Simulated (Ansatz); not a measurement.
Gas-phase reaction in SMILES: IB(I)OC + 4 [H][H] (H2) → B (BH3) + C (CH4) + 2 I (HI) + O (H2O)

Wanted: energy of full hydrogenation (electronic), in kcal/mol. Set-up: dispersion terms only where a functional's name holds one; def2 sets with scalar-relativistic core potentials past Kr; six Cartesian d functions in 6-31G* and its kin unless marked 5d; LANL2DZ with its own core potentials from Na on; no spin-orbit coupling. First-principles rows: single points at B3LYP-D3(BJ) geometries (Ansatz, a quantum-chemistry and plane-wave program).

| species | coefficient | E at B3LYP/6-31G* with LANL2DZ past Ar (Ansatz), Eh | E at PBE0/def2-TZVPD (Ansatz), Eh |
|---|---|---|---|
| COB(I)I | -1 | -162.84883 | -735.41755 |
| [H][H] (H2) | -4 | -1.17549 | -1.16825 |
| B (BH3) | +1 | -26.61297 | -26.56584 |
| C (CH4) | +1 | -40.51834 | -40.47422 |
| I (HI) | +2 | -11.97540 | -298.31810 |
| O (H2O) | +1 | -76.40884 | -76.38086 |

 1 Eh = 627.5095 kcal/mol.

Q: Work the quantity out at each level.

A: 
- B3LYP/6-31G* with LANL2DZ past Ar: the sum of coefficient times E is 0.05984 Eh, or 37.55 kcal/mol. Result: 37.6 kcal/mol.
- PBE0/def2-TZVPD: the sum of coefficient times E is 0.03343 Eh, or 20.98 kcal/mol. Result: 21.0 kcal/mol.
